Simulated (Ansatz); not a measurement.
A calculation with Ansatz (development build ahead of 0.2.0).

```yaml
crystal:
  periodic: [false, false, false]
  atoms:
    - { symbol: O, position_ang: [0.0, 0.0, 0.0] }
    - { symbol: Li, position_ang: [0.0, 1.4868, 1.1408] }
    - { symbol: Li, position_ang: [0.0, -1.4868, 1.1408] }
basis:
  gaussian: { orbitals: pcseg-2 }
magnetization:
  spin_polarized: true
  initial_magnetization: 2
hamiltonian:
  xc: r2scan
```

The input is written out in the form of the current development build from the run's settings.

Results

```
Converged                       : yes
Total energy                    : -90.20403 hartree
Spin squared of the determinant : 2.004
Stability test                  : minimum
```

Caution: other spin multiplicities may lie lower.
